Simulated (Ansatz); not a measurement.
The input, for Ansatz 0.2.0:

```yaml
crystal:
  periodic: [false, false, false]
  atoms:
    - {symbol: B, position_ang: [-1.543045, 0.000000, 1.080999]}
    - {symbol: N, position_ang: [-0.522034, 0.000000, 0.350027]}
    - {symbol: S, position_ang: [0.766893, 0.000000, -0.572754]}
    - {symbol: H, position_ang: [-0.591880, 0.000000, 1.761966]}
basis:
  gaussian: {orbitals: 6-31G}
magnetization: {spin_polarized: false, initial_magnetization: 1}
correlation: {active_space: {window: {electrons: 3, orbitals: 3}, places: [1, 2]}}
accuracy: high
scf: {lower_state_search: off}
```

```sh
$ ansatz run in.yaml --threads 1 --pin off --events-out ev --progress --plain --max-ram 2393MiB
```

Problem. One thing in this input was set wrong on purpose, beside settings that are merely unusual. What is the gravest fault, and what does the program do?

Solution. Two definitions of the active space. How the run ends: refused.
```
Error: invalid value for `correlation.active_space`: name one of window, places and ras
```
